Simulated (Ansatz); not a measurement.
## SiH2Cl2 (SMILES Cl[SiH2]Cl): the vertical energy of the triplet above the singlet from total energies

SiH2Cl2 has 5 atoms, charge 0, and is taken as a singlet. As SMILES, `Cl[SiH2]Cl`. The shape is that of a PBE0-D4/def2-TZVP optimisation.

Both states at this one shape; open shells run unrestricted unless said. 1 Eh = 27.2114 eV.

```
                                     level  program  singlet SiH2Cl2 (Eh)  triplet SiH2Cl2 (Eh)
                           SVWN5/6-311+G**   Ansatz          -1207.085781          -1206.849444
                          r2SCAN/6-311+G**   Ansatz          -1211.121950          -1210.869025
CCSD(T)/6-311+G**, 15 core orbitals frozen   Ansatz          -1209.634959          -1209.350543
```

Q: Work out the vertical gap, second state less first, at each level.

A: 
1. SVWN5/6-311+G**: -1206.849444 − (-1207.085781) = 0.236337 Eh = 6.43 eV.
2. r2SCAN/6-311+G**: -1210.869025 − (-1211.121950) = 0.252925 Eh = 6.88 eV.
3. CCSD(T)/6-311+G**: -1209.350543 − (-1209.634959) = 0.284416 Eh = 7.74 eV.

No measured value is set beside it here; the levels span 6.43 to 7.74 eV.
